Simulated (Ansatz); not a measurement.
Hafnium, hcp: convergence with the k-point mesh

Computed with Ansatz, LDA, scalar-relativistic PAW, on the relaxed cell (a = 3.118 Å, c = 4.948 Å (c/a = 1.587); spin not included). Errors count from a run at 420 eV on a Γ-centred 19×19×11 mesh with Fermi-Dirac smearing of 0.1 eV, extrapolated to zero width. Fixed here: cutoff 420 eV, Fermi-Dirac width 0.1 eV. The SCF starts from atomic densities corrected by a trained network.

```csv
k-mesh,E(σ→0) error (meV/atom),P (GPa),SCF iterations
2×2×1,-454.8,-5.21,7
3×3×2,-26.6,-0.62,6
4×4×3,32.8,1.08,6
6×6×3,32.1,0.57,6
7×7×4,3.9,0.15,6
9×9×5,-3.7,-0.11,6
12×12×7,0.7,0.02,6
17×17×9,-0.2,-0.01,6
```

Within 5 meV/atom of the last row: from 7×7×4 on.
